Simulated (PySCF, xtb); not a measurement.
chloroform cation (CHCl3), SMILES ClC(Cl)Cl (connectivity only; charge and spin as stated), charge +1, multiplicity 2.

Geometry optimised at PBE0-D3(BJ)/def2-SVP. The multiplicity is an assumed one; other spin states were not compared.

These are C-PCM-PBE0/def2-SVP (PySCF 2.14.0) values and carry that method's errors.

The values are the electrostatic part of the solvation free energy, E(continuum) − E(gas) at the gas-phase geometry, in a cavity of scaled van der Waals radii (PySCF's table); cavitation and dispersion terms are not included.

| solvent | ε | ΔG(elec) (kcal/mol) |
|---|---|---|
| water | 78.36 | -60.9 |
| dichloromethane | 8.93 | ? |
| methanol | 32.61 | -59.7 |

**Question.** Fill in the missing entries. (Estimate from the structure and the level; the computed values follow.)

**Answer.** 
- dichloromethane, ΔG(elec) (kcal/mol): -54.7

For comparison, GFN2-xTB/ALPB(water) (xtb, at the GFN2-xTB geometry, all terms of that model) gives -59.1 kcal/mol.
